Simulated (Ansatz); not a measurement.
Two shapes of singlet C3H3(+).

Shape 1:

```xyz
6

C     0.7904    0.0359   -0.0347
C    -0.3987    0.6637    0.0463
C    -0.3867   -0.6396    0.0256
H     1.9121   -0.0116   -0.0378
H    -0.9124    1.6294    0.0412
H    -0.9090   -1.6680   -0.0007
```

Shape 2:

```xyz
6

C     0.8505    0.0000    0.0000
C    -0.4252    0.7365    0.0000
C    -0.4252   -0.7365    0.0000
H     2.0320    0.0000    0.0000
H    -1.0160    1.7598    0.0000
H    -1.0160   -1.7598    0.0000
```

Basis set: def2-TZVP (spherical functions). Correlated methods keep 3 orbitals frozen. Charge 1, multiplicity 1.

Computed with Ansatz (development build ahead of 0.2.0); each method stands on the lowest determinant of its kind that the runs found.

Problem. Which shape is lower in energy, and by how much in each method?

Solution.

| method | E(2) − E(1) (eV) |
| --- | --- |
| RHF | 1.358 |
| RHF-MP2 | 0.829 |

Shape 1 is lower. Caution: no unrestricted run beside it, a lower state can exist.
